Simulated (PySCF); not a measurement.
Two probes of the same atoms: core binding energy and nuclear shielding

Compound: C₆H₇ (charge +1).
SMILES with atom numbers: `[CH:1]1=[CH:2][CH+:3][CH2:4][CH:5]=[CH:6]1`

Binding energies: delta-SCF UKS SCAN, pcX-2 on the ionised atom, pcseg-1 elsewhere, spin-free X2C in PySCF. Shieldings: GIAO PBE0/pcSseg-1, non-relativistic, same geometry.

```tsv
atom	isotropic shielding (ppm)
C1	4.0
C2	43.6
C3	-9.6
C4	133.7
```

Problem. What are the C 1s binding energies of these atoms?

Solution. 
```
atom                 environment  C 1s (eV)  isotropic shielding (ppm)
  C2  carbon bonded to 2 C and H     296.26                       43.6
  C3  carbon bonded to 2 C and H     296.55                       -9.6
  C1  carbon bonded to 2 C and H     296.92                        4.0
  C4              allylic carbon     297.06                      133.7
```

Problem. Among the listed atoms, is the one with the highest binding energy also the least shielded?

Solution. No. The highest binding energy is at C4 (297.06 eV, shielding 133.7 ppm), the lowest shielding at C3 (-9.6 ppm, 296.55 eV).

By binding energy: C2 < C3 < C1 < C4. By shielding: C3 < C1 < C2 < C4.

Of atoms equivalent by bonding only the ionised one is listed; its partners' own values can differ in this conformer. The unrestricted hole states depart most from a pure doublet (⟨S²⟩ = 0.75; over 0.85 named) for C 1s of C3/C5 (0.87), which makes this value less certain. The species carries charge +1, so core ionisation leaves charge +2. Geometry: GFN2-xTB; no solvent, vibrations or thermal averaging.
